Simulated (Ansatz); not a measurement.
Geometry optimisation, RKS B3LYP-D4/6-31G* in Ansatz.

Input file:

```yaml
crystal:
  periodic: [false, false, false]
  atoms:
    - { symbol: Al, position_ang: [0.0, 0.0, 0.0] }
    - { symbol: O, position_ang: [0.0, 0.0, 2.13] }
    - { symbol: H, position_ang: [-0.9095, -0.2814, 2.4671] }
    - { symbol: H, position_ang: [1.351, 0.0, -0.78] }
    - { symbol: H, position_ang: [-1.351, 0.0, -0.78] }
    - { symbol: P, position_ang: [0.1156, 2.4456, 0.8135] }
    - { symbol: H, position_ang: [0.6761, 2.4854, 2.1176] }
    - { symbol: H, position_ang: [0.927, 3.2022, -0.0729] }
    - { symbol: H, position_ang: [0.0596, 1.2596, 1.9613] }
basis:
  gaussian: { orbitals: "6-31G*" }
hamiltonian:
  xc: b3lyp
  dispersion: d4
relax:
  f_tol: 0.15
  max_steps: 25
  restrain:
    - { distance: [0, 5], at: 3.48, k: 30.0 }
    - { distance: [8, 1], at: 2.21, k: 30.0 }
    - { distance: [0, 1], at: 1.78, k: 30.0 }
    - { distance: [8, 5], at: 1.42, k: 30.0 }
```

Command:

```bash
$ ansatz run input.yaml --threads 1 --pin off --max-ram 2048MiB --backend cpu --events-out ev --progress --plain --runs-dir out
```

Question: Where does it end, and by what steps?

Answer: It converged. The restraints hold the end off the free minimum. After 15 steps the energy has fallen by 2.968 eV (the restraints' own energy left out); H7 moved furthest, 1.19 Å. Parted: Al1–P6 (2.58 → 3.48 Å).

| step | energy less start (eV) | largest force component (eV/Å) | accepted |
| --- | --- | --- | --- |
| 0 | 0.0000 | 4.206 | yes |
| 1 | 0.5085 | 3.393 | yes |
| 2 | 0.0193 | 2.634 | yes |
| 3 | -1.1093 | 2.037 | yes |
| 4 | -2.2193 | 1.459 | yes |
| 5 | -2.7350 | 0.772 | yes |
| 6 | -2.8644 | 0.711 | yes |
| 7 | -2.8887 | 0.734 | yes |
| 8 | -2.9051 | 0.693 | yes |
| 9 | -2.9093 | 0.720 | yes |
| 10 | -2.9193 | 0.724 | yes |
| 11 | -2.9417 | 0.710 | yes |
| 12 | -2.9452 | 0.737 | yes |
| 13 | -2.9646 | 0.718 | yes |
| 14 | -2.9631 | 0.745 | no |
| 15 | -2.9683 | 0.718 | yes |

```xyz
9
Properties=species:S:1:pos:R:3
Al 0.143 -0.126 0.122
O -0.215 -0.482 1.805
H -1.147 -0.592 2.038
H 1.670 -0.102 -0.273
H -1.066 0.027 -0.899
P 0.138 3.058 1.528
H 1.548 2.866 1.405
H -0.115 2.737 0.154
H -0.088 1.725 1.977
```

Run time: 40 s on 1 thread of Arm Neoverse V2, with other jobs on the host, peak memory 0.13 GiB.
